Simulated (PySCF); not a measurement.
Species: C5H4Cl (charge -1).
Numbering: `[Cl:1][c:2]1[cH:3][cH:4][cH-:5][cH:6]1` (hydrogens: H7 on C3; H8 on C4; H9 on C5; H10 on C6)

Geometry (PBE0-D3(BJ)/def2-TZVP, Å), atoms numbered from 1 in this order:
```
atom  x, y, z in Å
Cl1    3.0523   -0.4357    0.5383
C2     1.3450   -0.1382    0.2790
C3     0.3529   -1.1241    0.2816
C4    -0.8661   -0.4611    0.0372
C5    -0.6035    0.9116   -0.1102
C6     0.7818    1.1196    0.0406
H7     0.5081   -2.1830    0.4414
H8    -1.8394   -0.9355   -0.0254
H9    -1.3383    1.6847   -0.3069
H10    1.3186    2.0576   -0.0142
```

The calculation used PySCF, PBE0-D3(BJ)/def2-TZVP geometry optimisation, gas phase.

Take the most abundant isotopes and a rigid rotor. 

Q: Give the principal moments of inertia and the rotational constants in cm⁻¹.

A: Ia = 56.63, Ib = 248.10, Ic = 304.74 u·Å²; 505379 MHz·u·Å²/I gives 8924, 2037 and 1658 MHz, that is A = 0.29767, B = 0.06795, C = 0.05532 cm⁻¹.

Q: Classify the top.

A: An asymmetric top: κ = (2 × 2037 − 8924 − 1658)/(8924 − 1658) = -0.90.

Q: Is it planar, by Δ = Ic − Ia − Ib?

A: Planar: Δ = Ic − Ia − Ib = 0.00 u·Å². For a rigid frame Δ = −2 Σ m c², so it vanishes when all atoms lie in the ab plane; here none is more than 0.01 Å from it.

Q: Predict some low-J microwave lines.

A: The dipole components (about the centre of mass, as the species is charged) are |μa| = 1.93 D, |μb| = 0.00 D, |μc| = 0.00 D; the symmetry axis of this C2v structure is a, so μb and μc vanish by symmetry and there are no b-type or c-type lines. Some lines, for components of 0.1 D or more:

| type | branch | J(Ka,Kc) | MHz | lower level (cm⁻¹) |
| --- | --- | --- | --- | --- |
| a | Q | 1(1,0) ← 1(1,1) | 379 | 0.353 |
| a | Q | 2(1,1) ← 2(1,2) | 1136 | 0.587 |
| a | R | 1(0,1) ← 0(0,0) | 3695 | 0.000 |
| a | R | 2(1,2) ← 1(1,1) | 7012 | 0.353 |
| a | R | 2(0,2) ← 1(0,1) | 7376 | 0.123 |
| a | R | 2(1,1) ← 1(1,0) | 7769 | 0.366 |

Q: Estimate the classical rotational partition function at 25 K, 50 K and 298.15 K.

A: Point group C2v, symmetry number σ = 2; q = (√π/σ)·√((kT/h)³/(ABC)), k/h = 20836.6 MHz/K: 1920 at 25 K, 5430 at 50 K, 79000 at 298.15 K.

Stationary, but not proved a minimum. Isolated species at its PBE0-D3(BJ)/def2-TZVP geometry, gas phase. No vibrational averaging or centrifugal distortion is included, and the geometry carries the error of its method. Quadrupole hyperfine structure (35Cl) is left out.

Time: 78 s of wall time; peak memory 0.87 GiB. Hardware: one thread, Arm Neoverse N1 (aarch64) (shared host). That covers the optimisation of the geometry.
